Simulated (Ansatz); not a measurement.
Task: a composite energy at a relaxed geometry of ClH3Si2, SMILES [SiH3][Si]Cl, with the Python package of Ansatz (0.2.0). Give the script and its output. Settings (for the species named): PBE0, def2-SVP basis, multiplicity 3, D3BJ dispersion.

```xyz
6

Si   -0.6977    0.0100   -0.0286
Si    1.2659   -1.0360   -0.2256
Cl    2.8128    0.3059    0.2096
H    -0.8488    0.5093    1.3462
H    -1.7871   -0.9294   -0.3335
H    -0.7450    1.1402   -0.9680
```

`run_composite.py`
```python
"""Relax ClH3Si2 cheaply, then refine its energy."""

import itertools

import ansatz as az
from ase.data import atomic_numbers, covalent_radii
import numpy as np


def main() -> None:
    mol = (
        az.Crystal.molecule()
        .atom("Si", (-0.6977, 0.01, -0.0286))
        .atom("Si", (1.2659, -1.036, -0.2256))
        .atom("Cl", (2.8128, 0.3059, 0.2096))
        .atom("H", (-0.8488, 0.5093, 1.3462))
        .atom("H", (-1.7871, -0.9294, -0.3335))
        .atom("H", (-0.745, 1.1402, -0.968))
    )

    base = mol.calculation()
    base = base.basis(gaussian="def2-SVP")
    base = base.functional("PBE0", dispersion="d3bj")
    base = base.spin("collinear", total=2)
    symbols = [site.symbol for site in mol.cartesian_sites]
    start = np.array([site.position_ang for site in mol.cartesian_sites], dtype=float)
    summary = base.relax(force_tolerance=0.01, max_steps=100).run().report
    end = np.array(summary["positions_ang"])
    # pairs closer than 1.2 times the sum of covalent radii, before or after
    radius = [covalent_radii[atomic_numbers[s]] for s in symbols]
    span = lambda where, i, j: np.linalg.norm(where[i] - where[j])
    bonded = [(i, j) for i, j in itertools.combinations(range(len(symbols)), 2) if min(span(start, i, j), span(end, i, j)) < 1.2 * (radius[i] + radius[j])]
    print("pair        before    after (A)")
    for i, j in bonded:
        print(f"{symbols[i]}{i}-{symbols[j]}{j}".ljust(10), f"{span(start, i, j):8.4f} {span(end, i, j):8.4f}")

    minimum = az.Crystal.molecule()
    for symbol, place in zip(symbols, end):
        minimum = minimum.atom(symbol, place.tolist())
    at_minimum = minimum.calculation().spin("collinear", total=2)
    # MP2 extrapolated to the basis limit, plus the small-basis difference CCSD(T) - MP2
    level = lambda method, basis: at_minimum.basis(gaussian=basis).correlation(method).run().report
    small, large, cluster = level("mp2", "cc-pVDZ"), level("mp2", "cc-pVTZ"), level("ccsd_t", "cc-pVDZ")
    corr = lambda each: (each["free_energy_ev"] - each["reference_energy_ev"]) / 27.211386246
    mp2_limit = (27 * corr(large) - 8 * corr(small)) / 19
    pieces = {"HF / cc-pVTZ": large["reference_energy_ev"] / 27.211386246, "MP2 correlation, DZ-TZ limit": mp2_limit, "CCSD(T) - MP2 / cc-pVDZ": corr(cluster) - corr(small)}
    for name, value in pieces.items():
        print(f"{name:32s} {value:14.6f} Ha")
    print(f"{'sum':32s} {sum(pieces.values()):14.6f} Ha")
    print("T1 diagnostic", round(cluster["correlation"]["coupled_cluster"]["t1_diagnostic"], 4))


if __name__ == "__main__":
    main()
```

```console
$ python run_composite.py
pair        before    after (A)
Si0-Si1      2.2335   2.3383
Si0-H3       1.4704   1.4949
Si0-H4       1.4705   1.4927
Si0-H5       1.4704   1.4949
Si1-Cl2      2.0936   2.0792
HF / cc-pVTZ                       -1039.138010 Ha
MP2 correlation, DZ-TZ limit          -0.429942 Ha
CCSD(T) - MP2 / cc-pVDZ               -0.057116 Ha
sum                                -1039.625068 Ha
T1 diagnostic 0.0182
```

Total energies depend on the basis set; only differences at equal settings carry meaning. The sum leaves out core correlation, relativity, the Hartree-Fock basis error and zero-point energy; a DZ-TZ extrapolation is rough. The species is open-shell (spin multiplicity 3). Inner cores stay frozen, so this is valence correlation. For Al to Cl the sets with a tight d function, cc-pV(X+d)Z, are usual. An extrapolation from small basis sets is rough. Run time: 37 s on 1 thread of Arm Neoverse V1, on a shared host, peak memory 0.38 GiB.
